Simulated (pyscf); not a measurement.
Thermochemistry of product channels of `[NH2][SiH]` [singlet] + `[NH3]` on the singlet surface, in kcal/mol, from ωB97M-D3(BJ)/def2-TZVP energies (ideal gas, 1 atm, RRHO with modes under 100 cm⁻¹ raised to 100, one conformer, R ln 2 for rigid chiral ones). Single points on ωB97X-D3(BJ)/def2-SVP structures (PySCF, gas phase).

| products | ΔE | ΔH(298 K) | ΔG(298 K) | ΔG(900 K) |
|---|---|---|---|---|
| `[NH]=[SiH][NH2]` + `[H][H]` | +1.9 | -3.4 | -1.5 | +0.3 |
| `[NH2][Si][NH2]` [singlet] + `[H][H]` | -18.8 | -21.8 | -19.5 | ___ |

Problem. Fill in the missing entries.

Solution. 
- `[NH2][Si][NH2]` [singlet] + `[H][H]`, ΔG(900 K): -16.7

These are energies of the channels, which say nothing of barriers.
